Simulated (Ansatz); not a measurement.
System: GaS (P6₃/mmc, No. 194). Method: PBE-D4 in Ansatz (PAW).

Rigid layers of the crystal as relaxed at this level are moved apart or together:

| run | k mesh | layer repeat (Å) | energy against free layers (meV/Å²) | gap on the mesh (eV) |
|---|---|---|---|---|
| 1 | 12×12×4 | 7.445 | -19.60 | 1.277 |
| 2 | 12×12×4 | 7.595 | -20.59 | 1.436 |
| 3 | 12×12×4 | 7.745 | -20.43 | 1.586 |
| 4 | 12×12×2 | 7.945 | -19.18 | 1.769 |
| 5 | 12×12×2 | 8.245 | -16.33 | 1.996 |
| 6 | 12×12×2 | 8.745 | -11.50 | 2.236 |
| 7 | 12×12×2 | 9.745 | -5.37 | 2.441 |
| 8 | 12×12×2 | 11.745 | -1.50 | 2.530 |

The lowest energy of these points lies at a layer repeat of 7.59 Å.

Spin–orbit coupling is not included.

Ansatz is a program for electronic structure.
